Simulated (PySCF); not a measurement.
Na₂, SMILES [Na][Na].

The structure is a stationary point at PBE-D3(BJ)/def2-TZVPD.

Method: TDA-ωB97X/def2-TZVPD run with PySCF 2.14.0.

Vertical excitations; the highest root listed may be one member of a degenerate set. Isolated molecule, no solvent. State labels are in the subgroup D2h.

| state | symmetry | energy (eV) | λ (nm) | f | main pairs |
|---|---|---|---|---|---|
| S1 | B1u | 2.08 | 596 | 0.885 | HOMO→LUMO 98 % |
| S2 | B2u | 2.64 | 470 | 0.764 | HOMO→LUMO+1 (degenerate set) |
| S3 | B3u | 2.64 | 470 | 0.764 | HOMO→LUMO+2 (degenerate set) |
| S4 | Ag | 3.05 | 406 | 0.000 | HOMO→LUMO+3 81 % |
| S5 | B2g | 3.32 | 374 | 0.000 | HOMO→LUMO+5, HOMO→LUMO+10 (degenerate set) |
| S6 | B3g | 3.32 | 374 | 0.000 | HOMO→LUMO+6, HOMO→LUMO+11 (degenerate set) |
| S7 | Ag | 3.83 | 323 | 0.000 | HOMO→LUMO+9 53 %, HOMO→LUMO+12 47 % |
| S8 | B1u | 3.88 | 319 | 0.035 | HOMO→LUMO+4 92 % |
| S9 | B2u | 4.13 | 300 | 0.104 | HOMO→LUMO+7 (degenerate set) |
| S10 | B3u | 4.13 | 300 | 0.104 | HOMO→LUMO+8 (degenerate set) |
| T1 | B1u | 1.46 | 849 | 0 | HOMO→LUMO 91 % |
| T2 | B3u | 1.85 | 669 | 0 | HOMO→LUMO+2, HOMO→LUMO+8 (degenerate set) |
| T3 | B2u | 1.85 | 669 | 0 | HOMO→LUMO+1, HOMO→LUMO+7 (degenerate set) |
| T4 | Ag | 2.71 | 458 | 0 | HOMO→LUMO+3 67 %, HOMO→LUMO+9 29 % |
Triplets are in the Tamm–Dancoff approximation.
